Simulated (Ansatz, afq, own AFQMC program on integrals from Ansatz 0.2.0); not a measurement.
**Where AFQMC and coupled cluster stand for TiC, singlet**

```yaml
atoms:
  - { symbol: Ti, position_ang: [0.0000, 0.0000, 0.0000] }
  - { symbol: C, position_ang: [0.0000, 0.0000, 1.2620] }
```

Basis def2-SVP. Only valence electrons are correlated. Ansatz 0.2.0 and our own AFQMC program on the same integrals; the CISD trial comes from CCSD amplitudes, and released means the phaseless constraint is let go. ± is one standard error of the sampling. The metal's outer-core s and p shells are frozen, which shifts wave-function levels against functionals.

Determinant: RHF, the one that the program's search chose, which needn't be the lowest solution. The geometry is a point of a scan.

No full CI on the walks' own integrals is used here; CCSDT(Q) serves as the reference and is uncertain by about the last step of the cluster series.

Cautions: no relativity below Rb; outer-core shells of the metal frozen; higher spins were not checked; the ph-AFQMC/HF walk drifts between its halves (2.8 errors).

The T1 diagnostic is 0.0303, the weight of the determinant in the CISD state is 0.891 and the size of the correlated space is 8 electrons in 35 orbitals.

```json
{"level": "MP2", "correlation energy (eV)": "-5.8516"}
{"level": "CCSD", "correlation energy (eV)": "-5.9537"}
{"level": "CCSD(T)", "correlation energy (eV)": "-6.2537"}
```

Task: Estimate where AFQMC with the constraint released lies against CCSD(T) on the same integrals.

Result: 1.0 ± 2.6 kJ/mol below CCSD(T). The gap is under twice the noise, so this walk alone can't tell the two apart.

Reference: CCSDT(Q), correlation energy -6.290 eV. The released energy is read at 3.00 1/Eh, later times being too noisy (meV from the phaseless value at times in 1/Eh: -15 ± 21 at 0.60, 6 ± 20 at 1.20, -13 ± 19 at 2.00, 7 ± 27 at 3.00, -8 ± 50 at 4.20).

```csv
level,E − E(reference) (kJ/mol),share of correlation (%)
CCSD(T),3.5,99.42
CCSDT,2.1,99.65
ph-AFQMC/HF,-13.7 ± 7.4,102.26
ph-AFQMC/CISD,1.9 ± 1.9,99.69
released AFQMC,2.5 ± 2.6,99.58
```

A walk keeps the symmetry of its determinant, which the program's search chose and which needn't be the lowest solution, so a lower state of the same spin and another symmetry isn't excluded. Released energies are given only where the last usable release times agree within the noise; a slower fall can still hide under it.
